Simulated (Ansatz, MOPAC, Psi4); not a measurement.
Molecule: P$_{2}$, net charge 0, singlet state. SMILES: P#P
Coordinates optimised at B3LYP-D3(BJ)/def2-TZVP (Ansatz, a quantum-chemistry and plane-wave program):
```xyz
2

P      0.0000     0.0000    -0.9447
P      0.0000     0.0000     0.9447
```

Property: vertical ionisation energy to the doublet, in eV. Set-up: UHF or UKS for open shells; 6-31G* and kin with 6d, 5d where marked; each state is the SCF solution reached for its charge and spin; 6-311+G** with 5d, 6d on Na to Ar in Ansatz; spin-orbit terms left out; non-relativistic. Ab initio and DFT rows: single points at B3LYP-D3(BJ) geometries (Ansatz). Semi-empirical rows: differences of heats of formation at the shared geometry for vertical values. A UHF reference is markedly spin-contaminated in at least one set, which strains HF and MP2. The Hartree-Fock reference of P#P is unstable towards a lower, spin-broken solution.

Measured values: CCCBDB table in ASE; they hold spin-orbit and core effects. 

Value to compare with, the measured value: 10.62 eV.

```csv
level,program,vertical ionisation energy to the doublet (eV),error
AM1,MOPAC,10.68,0.06
PM3,MOPAC,9.24,-1.38
HF/6-311+G**,Ansatz,9.35,-1.27
PBE/6-311+G**,Ansatz,10.65,0.03
B3LYP/3-21G,Ansatz,10.86,0.24
B3LYP/6-31G*,Ansatz,10.56,-0.06
wB97X-D/6-31G*,Psi4,10.92,0.30
PBE/def2-TZVPD,Ansatz,10.51,-0.11
B3LYP/def2-TZVPD,Ansatz,10.45,-0.17
wB97X-V/def2-TZVPD,Ansatz,10.39,-0.23
```

Among the 7 habitual levels, PM3 lies farthest from the measured value (-1.38 eV); 4 of 7 lie above it, and their mean absolute error is 0.48 eV, the median 0.24. One case shows no general order.

The levels are drawn from those run, B3LYP/6-31G* more often than the rest, none by its result; runs whose electronic state is in doubt are left out.
